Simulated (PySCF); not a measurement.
# Potential energy of PH along the bond

Set-up: P def2-TZVP, H def2-TZVP; no relativity (PySCF 2.14). Energies in eV from P + H in their ground configurations at the same level. State: ³Σ⁻ (triplet), unpaired electrons π ↑↑.

All columns are PBE0. A positive dipole means P(−)H(+).

```csv
R (Å),E (eV),μ (D),Mulliken charge on P (basis-dependent),HOMO (eV),LUMO (eV),Mayer bond order,⟨S²⟩
1.229,-2.641,0.73,-0.08,-7.37,-2.79,0.95,2.01
1.286,-2.945,0.67,-0.08,-7.37,-2.80,0.95,2.01
1.343,-3.120,0.60,-0.08,-7.37,-2.80,0.95,2.01
1.386,-3.185,0.55,-0.08,-7.37,-2.80,0.96,2.01
1.429,-3.204,0.50,-0.08,-7.38,-2.81,0.96,2.01
1.472,-3.186,0.44,-0.08,-7.38,-2.82,0.96,2.01
1.529,-3.116,0.37,-0.07,-7.39,-2.83,0.96,2.01
1.601,-2.973,0.27,-0.06,-7.41,-2.84,0.96,2.01
1.686,-2.746,0.15,-0.05,-7.44,-2.86,0.97,2.01
1.800,-2.388,-0.02,-0.04,-7.48,-2.89,0.97,2.01
```

A fit through these points gives, at Re = 1.428 Å, μ = 0.50 D and dμ/dR = -1.26 D/Å; the reduced mass is 0.9761 u.

Problem. How strong is the fundamental in the double-harmonic approximation, I = 42.26·(dμ/dR)²/μred km/mol?

Solution. I = 42.26·(-1.26)²/0.9761 = 68.7 km/mol at PBE0.

The state is the lowest determinant that a PBE0 search found; another state may lie lower at other levels.
